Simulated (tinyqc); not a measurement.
Hueckel theory of the pi electrons, for the molecule O=CN=O (SMILES; centres numbered as the heavy atoms are written), step by step. Computed by tinyqc, a small Python program that keeps every step. Settings: charge = 0. Command: `OMP_NUM_THREADS=1 python tinyqc.py 21881 21882 out.jsonl` (the two numbers bound the seeds that draw the settings). One thread of a shared host (Intel(R) Xeon(R) Processor @ 2.60GHz), about 0.01 s of CPU time with the checks.

## The Hueckel matrix

Centres:
```
centre  z_r, pi electrons of the neutral centre        h
1O                                            1  1.00000
2C                                            1  0.00000
3N                                            1  0.50000
4O                                            1  1.00000
```

Bonds:
```
i  j        k
1  2  1.00000
2  3        1
3  4  1.00000
```

H_rr = alpha + h_r beta, H_rs = k_rs beta for bonded centres.

Hueckel matrix in units of beta (H = alpha + beta A), order 1O, 2C, 3N, 4O:
$$\begin{pmatrix}
1.00000 & 1.00000 & 0.00000 & 0.00000 \\
1.00000 & 0.00000 & 1.00000 & 0.00000 \\
0.00000 & 1.00000 & 0.50000 & 1.00000 \\
0.00000 & 0.00000 & 1.00000 & 1.00000
\end{pmatrix}$$

## Orbitals

pi electrons, sum of z_r less the charge = 4

Diagonalise; E = alpha + x beta with beta < 0, so the largest x are filled first; degenerate levels share their electrons. P = sum n_i c_ri c_si; each orbital has its largest coefficient positive (the first on a tie).

x values: [2.15019, 1.44856, 0.13058, -1.22934]

occupations: [2.00000, 2.00000, 0.00000, 0.00000]

coefficients, order 1O, 2C, 3N, 4O:
$$\begin{pmatrix}
0.40378 & 0.71917 & 0.46443 & -0.32259 \\
0.46443 & 0.32259 & -0.40378 & 0.71917 \\
0.59483 & -0.25187 & -0.51715 & -0.56151 \\
0.51715 & -0.56151 & 0.59483 & 0.25187
\end{pmatrix}$$

charge and bond-order matrix P, order 1O, 2C, 3N, 4O:
$$\begin{pmatrix}
1.36048 & 0.83905 & 0.11808 & -0.39000 \\
0.83905 & 0.63952 & 0.39000 & 0.11808 \\
0.11808 & 0.39000 & 0.83452 & 0.89809 \\
-0.39000 & 0.11808 & 0.89809 & 1.16548
\end{pmatrix}$$

## Energy, charges, bond orders

E = sum n x; q_r = z_r - P_rr; bond order p = P_rs; free valence = sqrt(3) - sum of p over the bonds of the atom.

pi energy = 4 alpha + this times beta = 7.19752

pi charges: 1O -0.36048, 2C 0.36048, 3N 0.16548, 4O -0.16548

Bond orders and lengths from R = 1.517 - 0.180 p (angstrom, C-C alone):
```
bond        p  R
1-2   0.83905  -
2-3   0.39000  -
3-4   0.89809  -
```

free valence of the carbons: 2C 0.50300

gap between the highest filled and the next level = 1.31798 |beta|
